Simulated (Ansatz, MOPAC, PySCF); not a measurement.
**How well does each level of theory give the band gap of diamond-structure Si?**

Reference value: 1.23 eV (measured, zero-point renormalisation of 0.06 eV added back here (the table's ZPR column); inputs from Chen et al. (2018), doi:10.1103/physrevmaterials.2.073803).

What do AM1 semi-empirical Hartree-Fock (MOPAC), LDA, PBE, PBE-D3(BJ), r²SCAN, r²SCAN0, Hartree–Fock, evGW@PBE, G0W0@HSE06+SOC give, and how far is each from the reference?


```csv
level (code),value (eV),cell (Å³/atom),error (eV)
AM1 semi-empirical Hartree-Fock (MOPAC),6.10,20.01,+4.87
LDA (Ansatz),0.47 (indirect),20.01,-0.76
PBE (Ansatz),0.57 (indirect),20.01,-0.66
PBE-D3(BJ) (Ansatz),0.56,19.92,-0.67
r²SCAN (Ansatz),0.76 (indirect),20.01,-0.47
r²SCAN0 (Ansatz),1.84 (indirect),20.01,+0.61
Hartree–Fock (Ansatz),6.34 (indirect),20.01,+5.11
evGW@PBE (PySCF),1.41 ± 0.07,20.01,+0.18
G0W0@HSE06+SOC (Ansatz),1.40,20.01,+0.17
```

Leaving aside AM1 semi-empirical Hartree-Fock (MOPAC) (doubt noted below): Once the reference is moved by up to 0.10 eV (a margin picked here for doubts on the reference and the settings) and values within 0.03 eV count as equal, the nearest can be G0W0@HSE06+SOC (+0.17 eV) or evGW@PBE (+0.18 eV). Farthest off among them: Hartree–Fock (+5.11 eV). Within 0.3 eV: evGW@PBE, G0W0@HSE06+SOC.

Semilocal Kohn–Sham gaps run low as a rule, and all computed gaps are for a static lattice, while measured ones hold electron–phonon shifts unless said otherwise.  A ± on a computed value is a rough bar: the spread of its extrapolation, a floor set from checks against published values, or a statistical error. AM1 semi-empirical Hartree-Fock (MOPAC), PBE-D3(BJ): the gap is read on the k mesh or supercell of the run alone and can be too large. AM1 semi-empirical Hartree-Fock (MOPAC): the method was fitted mainly to molecules. AM1 semi-empirical Hartree-Fock (MOPAC): gaps of these semi-empirical methods are Hartree–Fock-like level differences, and their formation enthalpies are fitted 298 K values. G0W0@HSE06+SOC: GW on a hybrid start was not checked against another program. G0W0@HSE06+SOC: spin–orbit coupling enters as the shift of the gap found with a semilocal functional. Values are at the measured cell; PBE-D3(BJ) at the level's own equilibrium cell. Cutoffs and k meshes differ between the levels. Ansatz's density-functional and Hartree–Fock values are scalar-relativistic unless marked +SOC, with PAW data made under PBE.

Differences are worked out from the printed values.

Ansatz is a quantum-chemistry and plane-wave program.
